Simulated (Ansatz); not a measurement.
A made-up structure of AlHOF (charge -1), closed shell:

O1  (-0.150, -1.068, 1.358)
Al2  (0.005, -0.057, 0.087)
F3  (-1.029, 0.095, -1.255)
H4  (-0.040, -1.191, 2.314)
(Å)

It is relaxed with PBE-D4/def2-SVPD and then PBE0-D4/def2-TZVPD (Ansatz 0.2.0). Atoms count as bonded within 1.22 times the sum of their covalent radii (H–H: 0.88 Å). The end point is not checked to be a true minimum.

(1) Does its bonding change? (A judgement: the text doesn't fix the answer.)

Results:

(1) By the calculation: No: no bond forms or breaks.

Where it ends: The first stage lowers the energy by 0.77 eV in 8 steps. It ends as AlHOF ([OH][Al][F]), total charge -1:
```
4
angstrom
O -0.4841 -1.0827 1.3521
Al 0.1817 0.0347 0.1380
F -1.0112 -0.0397 -1.0991
H 0.1000 -1.1335 2.1124
```

Labels in which every atom is bracketed show which atoms are joined, not bond orders.

For scale, one of the runs: PBE0-D4/def2-TZVPD relaxation, 132 basis functions, launched by `ansatz run in.yaml --threads 2 --pin off --events-out ev --progress --plain --max-ram 4352MiB`. Hardware: 2 CPU threads of an Intel Xeon 6975P-C, shared host. Wall time about 10 s.
